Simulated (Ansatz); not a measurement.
Input for Ansatz (development build ahead of 0.2.0):

```yaml
crystal:
  periodic: [false, false, false]
  atoms:
    - { symbol: S, position_ang: [0.0, 0.0, 1.19] }
    - { symbol: C, position_ang: [0.0, 1.24, -0.01] }
    - { symbol: C, position_ang: [0.0, -1.24, -0.01] }
    - { symbol: C, position_ang: [0.0, 0.71, -1.27] }
    - { symbol: C, position_ang: [0.0, -0.71, -1.27] }
    - { symbol: H, position_ang: [0.0, 2.30788, 0.20848] }
    - { symbol: H, position_ang: [0.0, -2.30788, 0.20848] }
    - { symbol: H, position_ang: [0.0, 1.31309, -2.17795] }
    - { symbol: H, position_ang: [0.0, -1.31309, -2.17795] }
basis:
  gaussian: { orbitals: def2-SVP }
hamiltonian:
  xc: hf
correlation:
  method: mp2
  frozen_orbitals: { C: 1, H: 0, S: 5 }
```

The input is written out in the form of the current development build from the run's settings.

The run gave:

- Converged: yes
- Reference energy: -551.06593 hartree
- Correlation energy: -0.65797 hartree
- Total energy: -551.72390 hartree
- Spin squared of the determinant: 0.000
